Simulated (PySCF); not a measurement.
# C4H3O2: the cost of one run

Computed with PySCF 2.14.0 and routines of our own; the level stands in each step. Atoms count from 0.

## 1. The system as given

9 atoms, charge -1, multiplicity 1; geometry from: GFN2-xTB.

## 2. Geometry optimisation at PBE0-D3(BJ)/def2-TZVP

The job: settings as JSON, then the geometry in Å.

```
{"job": {"xc": "PBE0", "basis": "def2-TZVP", "d3": "d3bj", "grid": 2, "kind": "geom"}, "charge": -1, "multiplicity": 1}
O      2.463646    -0.269331     0.328667
C      1.234075    -0.164701     0.167766
C      0.400533     0.922575    -0.095780
C     -0.920378     0.437050    -0.178083
C     -0.870506    -0.902447     0.032189
O      0.422792    -1.305935     0.245504
H      0.725302     1.940776    -0.213167
H     -1.813211     1.013403    -0.370203
H     -1.628691    -1.665398     0.057929
```

On the command line:

```
> OMP_NUM_THREADS=1 python excited_run.py task.json out
```

One launch serves the whole session: the jobs run in the order shown.

**Question.** How long does this first job take on 1 thread of Arm Neoverse V1, shared host, and how much memory does it need?

About 48 s, with a peak of 0.83 GiB.
